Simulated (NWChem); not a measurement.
# CH3Cl (SMILES CCl) at 6 levels

Aim: a comparison of 6 runs (wB97X/def2-TZVPP, B2PLYP/def2-TZVPP, B3LYP/def2-TZVPP, CAM-B3LYP/def2-TZVPP, M06-L/def2-TZVPP, PBE0/def2-TZVPP) of CH3Cl. 

The results are computed with NWChem 7.3.0.

1 further run of the same task is left out (set aside as unsound or not needed).

### 1 The molecule

The species is CH3Cl (5 atoms), meant as a singlet with charge 0. SMILES: `CCl`. The shape is that of a PBE0-D4/def2-TZVP optimisation.

Bond lengths: C1–Cl2 1.773 Å, C1–H3 1.087 Å, C1–H4 1.088 Å, C1–H5 1.088 Å. Angles: Cl2–C1–H3 108.7°, Cl2–C1–H4 108.7°, Cl2–C1–H5 108.6°, H3–C1–H4 110.3°, H3–C1–H5 110.3°, H4–C1–H5 110.3°.

### 2 Energy and forces at wB97X/def2-TZVPP (run 1)

Input file test.nw:

```
echo
start test
title "CH3Cl gradient"
memory 2200 mb

geometry units bohr noautosym nocenter noautoz
 C     -0.22846789     0.01889726     0.09694295
 Cl     2.77676357    -0.54953236    -1.27084082
 H     -0.53819400    -1.35191007     1.59625166
 H     -1.66295899    -0.18349241    -1.36079178
 H     -0.25284536     1.92695373     0.86001436
end

basis spherical bse
 * library def2-TZVPP
end

dft
 xc wb97x
 grid fine
 convergence energy 1e-08
 iterations 100
 mulliken
 print low
end

task dft gradient
```

Launch:

```bash
nwchem test.nw > test.out
```

Output:

```text
[...]
 d= 0,ls=0.0,diis     1   -500.0993056528 -5.52D+02  2.99D-03  5.82D-01     6.3
[...]
 d= 0,ls=0.0,diis     8   -500.1257470487 -2.14D-09  3.27D-07  6.92D-10    50.0
         Total DFT energy =     -500.125747048685
      One electron energy =     -790.898531256749
           Coulomb energy =      274.023104997019
    Exchange-Corr. energy =      -34.788607913047
 Nuclear repulsion energy =       51.538287124093
[...]
      Total Density - Mulliken Population Analysis
     ---------------------------------------------
    Atom       Charge   Shell Charges
 -----------   ------   -------------------------------------------------------
    1 C    6     6.23   0.86  1.12  0.51  0.60  0.10  1.29  1.34  0.32  0.02  0.07  0.00
    2 Cl  17    17.14   2.01  0.43  1.52  1.12  0.80  4.19  1.67  1.14  2.77  1.43  0.00  0.01  0.04  0.01
    3 H    1     0.88   0.27  0.46  0.10  0.01  0.02  0.00
    4 H    1     0.88   0.27  0.46  0.10  0.01  0.02  0.00
    5 H    1     0.88   0.27  0.46  0.10  0.01  0.02  0.00
[...]
                         DFT ENERGY GRADIENTS
    atom               coordinates                        gradient
                 x          y          z           x          y          z
   1 C      -0.228468   0.018897   0.096943    0.000598  -0.000156  -0.000218
   2 Cl      2.776764  -0.549532  -1.270841    0.000258  -0.000043  -0.000119
   3 H      -0.538194  -1.351910   1.596252   -0.000084  -0.000957   0.000960
   4 H      -1.662959  -0.183492  -1.360792   -0.000888  -0.000164  -0.001093
   5 H      -0.252845   1.926954   0.860014    0.000116   0.001320   0.000470
 Task  times  cpu:       94.0s     wall:       94.0s
 Total times  cpu:       94.0s     wall:       94.0s
```

Run time: 95 s. Hardware: 1 thread of Intel Xeon 6975P-C (Granite Rapids), shared host; peak memory 0.12 GiB.

### 3 The energy at B2PLYP/def2-TZVPP (run 2)

Input file ch3cl.nw:

```
start ch3cl
memory 2200 mb

geometry units angstrom noautosym nocenter noautoz
C    -0.120900    0.010000    0.051300
Cl    1.469400   -0.290800   -0.672500
H    -0.284800   -0.715400    0.844700
H    -0.880000   -0.097100   -0.720100
H    -0.133800    1.019700    0.455100
end

basis "ao basis" spherical bse
* library def2-TZVPP
end

dft
xc hfexch 0.53 becke88 0.47 lyp 0.73 mp2 0.27
dftmp2 semidirect
grid fine
convergence energy 1e-08
iterations 100
mulliken
noprint "final vectors analysis"
end

mp2
freeze core 6
end

task dft
```

Launch:

```bash
nwchem ch3cl.nw > ch3cl.out
```

Output:

```text
[...]
          Wavefunction type:  closed shell.
          No. of atoms     :     5
          No. of electrons :    26
[...]
          Charge           :     0
          Spin multiplicity:     1
[...]
          AO basis - number of functions:   115
[...]
              XC Information
              --------------
                     Hartree-Fock (Exact) Exchange  0.530
                    Becke 1988 Exchange Functional  0.470
              Lee-Yang-Parr Correlation Functional  0.730
[...]
 d= 0,ls=0.0,diis     1   -499.8230164165 -5.51D+02  2.89D-03  3.14D-01     1.8
[...]
 d= 0,ls=0.0,diis     8   -499.8462357205 -1.39D-09  1.91D-07  6.58D-10    11.7
         Total DFT energy =     -499.846235720528
      One electron energy =     -790.806701183430
           Coulomb energy =      273.935248946881
    Exchange-Corr. energy =      -34.513074370709
 Nuclear repulsion energy =       51.538290886730
[...]
      Total Density - Mulliken Population Analysis
     ---------------------------------------------
    Atom       Charge   Shell Charges
 -----------   ------   -------------------------------------------------------
    1 C    6     6.20   0.85  1.12  0.51  0.63  0.06  1.27  1.35  0.30  0.02  0.08  0.00
    2 Cl  17    17.17   2.01  0.44  1.52  1.12  0.81  4.19  1.67  1.12  2.76  1.46  0.00  0.01  0.04  0.01
    3 H    1     0.88   0.27  0.46  0.11  0.01  0.02  0.00
    4 H    1     0.88   0.27  0.46  0.11  0.01  0.02  0.00
    5 H    1     0.88   0.27  0.46  0.11  0.01  0.02  0.00
[...]
  Basis functions       =    115
[...]
```

Run time: 15 s. Hardware: 1 thread of Intel Xeon 6975P-C (Granite Rapids), shared host; peak memory 0.29 GiB.

### 4 Energy and forces at B3LYP/def2-TZVPP (run 3)

Input file job.nw:

```
start job
title "CH3Cl"
memory stack 880 mb heap 220 mb global 1100 mb
charge 0
geometry noautosym nocenter noautoz
  C    -0.120900    0.010000    0.051300
  Cl    1.469400   -0.290800   -0.672500
  H    -0.284800   -0.715400    0.844700
  H    -0.880000   -0.097100   -0.720100
  H    -0.133800    1.019700    0.455100
end
basis spherical bse
  * library def2-TZVPP
end
dft
  xc b3lyp
  grid fine
  convergence energy 1e-08
  maxiter 100
  mulliken
end
task dft gradient
```

Launch:

```bash
nwchem job.nw > job.out
```

Output:

```text
[...]
          Wavefunction type:  closed shell.
          No. of atoms     :     5
          No. of electrons :    26
[...]
          Charge           :     0
          Spin multiplicity:     1
[...]
          AO basis - number of functions:   115
[...]
              XC Information
              --------------
                         B3LYP Method XC Potential
                     Hartree-Fock (Exact) Exchange  0.200
                        Slater Exchange Functional  0.800 local
                    Becke 1988 Exchange Functional  0.720 non-local
              Lee-Yang-Parr Correlation Functional  0.810
                  VWN I RPA Correlation Functional  0.190 local
[...]
 d= 0,ls=0.0,diis     1   -500.1282269027 -5.52D+02  3.89D-03  6.74D-01     1.8
[...]
 d= 0,ls=0.0,diis     8   -500.1586359824 -2.16D-10  4.01D-07  3.86D-09    12.5
         Total DFT energy =     -500.158635982372
      One electron energy =     -790.909734026247
           Coulomb energy =      274.032483596884
    Exchange-Corr. energy =      -34.819676439739
 Nuclear repulsion energy =       51.538290886730
[...]
      Total Density - Mulliken Population Analysis
     ---------------------------------------------
    Atom       Charge   Shell Charges
 -----------   ------   -------------------------------------------------------
    1 C    6     6.24   0.85  1.12  0.53  0.64  0.09  1.31  1.29  0.33  0.02  0.07  0.00
    2 Cl  17    17.17   2.01  0.43  1.52  1.15  0.78  4.19  1.66  1.15  2.73  1.46  0.00  0.01  0.04  0.01
    3 H    1     0.87   0.28  0.45  0.11  0.01  0.02  0.00
    4 H    1     0.87   0.28  0.45  0.11  0.01  0.02  0.00
    5 H    1     0.87   0.28  0.45  0.11  0.01  0.02  0.00
[...]
  wavefunction    = closed shell
                         DFT ENERGY GRADIENTS
    atom               coordinates                        gradient
                 x          y          z           x          y          z
   1 C      -0.228468   0.018897   0.096943    0.007487  -0.001459  -0.003355
   2 Cl      2.776763  -0.549532  -1.270841   -0.007386   0.001403   0.003361
   3 H      -0.538194  -1.351910   1.596252    0.000167  -0.001004   0.000846
   4 H      -1.662959  -0.183492  -1.360792   -0.000636  -0.000211  -0.001208
   5 H      -0.252845   1.926954   0.860014    0.000367   0.001271   0.000356
[...]
```

Wall time 19 s (1 thread of Intel Xeon 6975P-C (Granite Rapids), shared host); peak memory 0.13 GiB.

Runs 4 to 5 aren't shown in full; the table further down has their settings and results.

### 5 Energy and gradient at PBE0/def2-TZVPP (run 6)

Input file ch3cl.nw:

```
START ch3cl
memory 2200 mb
GEOMETRY units angstrom noautosym nocenter noautoz
 C     -0.120900     0.010000     0.051300
 Cl     1.469400    -0.290800    -0.672500
 H     -0.284800    -0.715400     0.844700
 H     -0.880000    -0.097100    -0.720100
 H     -0.133800     1.019700     0.455100
END
BASIS "ao basis" spherical bse
 C library def2-TZVPP
 Cl library def2-TZVPP
 H library def2-TZVPP
END
DFT
 xc pbe0
 grid fine
 convergence energy 1e-08
 iterations 100
 mulliken
END
TASK dft gradient
```

Launch:

```bash
nwchem ch3cl.nw > ch3cl.out
```

Output:

```text
[...]
          Wavefunction type:  closed shell.
          No. of atoms     :     5
          No. of electrons :    26
[...]
          Charge           :     0
          Spin multiplicity:     1
[...]
          AO basis - number of functions:   115
[...]
              XC Information
              --------------
                         PBE0 Method XC Functional
                     Hartree-Fock (Exact) Exchange  0.250
          PerdewBurkeErnzerhof Exchange Functional  0.750
            Perdew 1991 LDA Correlation Functional  1.000 local
           PerdewBurkeErnz. Correlation Functional  1.000 non-local
[...]
 d= 0,ls=0.0,diis     1   -499.9109132801 -5.51D+02  3.49D-03  5.13D-01     1.7
[...]
 d= 0,ls=0.0,diis     8   -499.9361295671 -9.52D-10  1.03D-07  4.79D-10    12.1
         Total DFT energy =     -499.936129567102
      One electron energy =     -790.873376686901
           Coulomb energy =      273.992503333861
    Exchange-Corr. energy =      -34.593547100792
 Nuclear repulsion energy =       51.538290886730
[...]
      Total Density - Mulliken Population Analysis
     ---------------------------------------------
    Atom       Charge   Shell Charges
 -----------   ------   -------------------------------------------------------
    1 C    6     6.23   0.85  1.12  0.51  0.63  0.05  1.28  1.39  0.31  0.02  0.08  0.00
    2 Cl  17    17.16   2.01  0.43  1.52  1.13  0.81  4.19  1.67  1.12  2.79  1.42  0.00  0.01  0.04  0.01
    3 H    1     0.87   0.27  0.45  0.11  0.01  0.03  0.00
    4 H    1     0.87   0.27  0.45  0.11  0.01  0.03  0.00
    5 H    1     0.87   0.27  0.45  0.11  0.01  0.03  0.00
[...]
  wavefunction    = closed shell
                         DFT ENERGY GRADIENTS
    atom               coordinates                        gradient
                 x          y          z           x          y          z
   1 C      -0.228468   0.018897   0.096943    0.000406  -0.000120  -0.000131
   2 Cl      2.776763  -0.549532  -1.270841    0.000038  -0.000001  -0.000018
   3 H      -0.538194  -1.351910   1.596252   -0.000065  -0.000354   0.000376
   4 H      -1.662959  -0.183492  -1.360792   -0.000392  -0.000056  -0.000425
   5 H      -0.252845   1.926954   0.860014    0.000014   0.000531   0.000198
[...]
```

Run time: 19 s. Hardware: 1 thread of Intel Xeon 6975P-C (Granite Rapids), shared host; peak memory 0.13 GiB.

### 6 All runs side by side

```csv
run,level,task,frozen core orbitals,energy (Eh),largest force (eV/Å),wall time
1,wB97X/def2-TZVPP,gradient,–,-500.125747,0.073,95 s
2,B2PLYP/def2-TZVPP,energy,6,-499.968088,–,15 s
3,B3LYP/def2-TZVPP,gradient,–,-500.158636,0.429,19 s
4,CAM-B3LYP/def2-TZVPP,gradient,–,-500.127914,0.213,98 s
5,M06-L/def2-TZVPP,gradient,–,-500.125840,0.138,22 s
6,PBE0/def2-TZVPP,gradient,–,-499.936130,0.030,19 s
```

### 7 Outcome

| quantity | value |
| --- | --- |
| run 6: total energy | -499.93613 Eh |
| run 6: dipole moment | 1.90 D |
| run 6: HOMO energy | -8.42 eV |
| run 6: LUMO energy | 0.84 eV |
| run 6: HOMO–LUMO gap | 9.26 eV |
| run 6: largest force on an atom | 0.030 eV/Å |

Over runs 2, 3, 4, 5, 6 the dipole moment (its size) runs from 1.88 D (B3LYP/def2-TZVPP) to 1.97 D (B2PLYP/def2-TZVPP). A double hybrid's value is that of its SCF part. Over runs 3, 4, 5, 6 the HOMO–LUMO gap runs from 7.47 eV (M06-L/def2-TZVPP) to 11.68 eV (CAM-B3LYP/def2-TZVPP). Totals of different functionals can't be ranked against each other. All runs together took 4.5 min, the longest 98 s.
